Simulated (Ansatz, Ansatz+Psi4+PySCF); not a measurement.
```yaml
atoms:
  - { symbol: Al, position_ang: [0.0000, 0.0000, -1.2656] }
  - { symbol: P, position_ang: [0.0000, 0.0000, 1.2656] }
```

Basis set: cc-pV(T+d)Z (spherical functions). Correlated methods keep 10 orbitals frozen. Charge 0, multiplicity 3.

Computed with Ansatz (development build ahead of 0.2.0); the reference of a correlated method needn't be the lowest determinant of its kind.

(1) Give the atomization energy at this shape (free ground-state atoms in the same class of orbitals less the molecule, no zero-point energy) of triplet AlP by UHF-BCCD(T), UHF-CCSD(T).

Results:

(1)

| method | atomization energy |
| --- | --- |
| UHF-BCCD(T) | 193.4 kJ/mol |
| UHF-CCSD(T) | 193.2 kJ/mol |

Caution: the reference determinant was not shown to be the lowest.
